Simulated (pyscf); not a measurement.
silane (SiH₄) + ammonia (NH₃) → silylamine (H₂N–SiH₃) + hydrogen (H₂) (four-centre exchange; singlet surface; H–Si, H–N broken, N–Si, H–H formed). Single points on ωB97X-D3(BJ)/def2-SVP structures (PySCF, gas phase). Rate constants from transition-state theory, ωB97M-D3(BJ)/def2-TZVP energies (ideal gas, 1 atm, RRHO with modes under 100 cm⁻¹ raised to 100, one conformer, R ln 2 for chiral ones without a mode under 150 cm⁻¹; no tunnelling), k in cm³ molecule⁻¹ s⁻¹.

| T (K) | 1000/T | log10 k |
|---|---|---|
| 298 | 3.354 | -42.41 |
| 600 | 1.667 | ? |
| 900 | 1.111 | -21.86 |
| 1200 | 0.833 | -19.11 |

**Question.** Fit an Arrhenius line to the three values, give the activation energy, and predict k at 600 K.

**Answer.** Least squares gives log10 k = -11.52 − 9.21 × 1000/T, so Ea = 9.21 × ln 10 × 1.987 = 42.1 kcal/mol, against an electronic barrier of 41.9. At 600 K the line gives -26.87; the computed value is -27.11 (ΔG‡ = 58.0 kcal/mol), a factor 1.7 under the line, since the plot is curved. At the saddle there is also a short H–Si contact that neither side keeps. One saddle was located; it need not be the lowest between these sides.
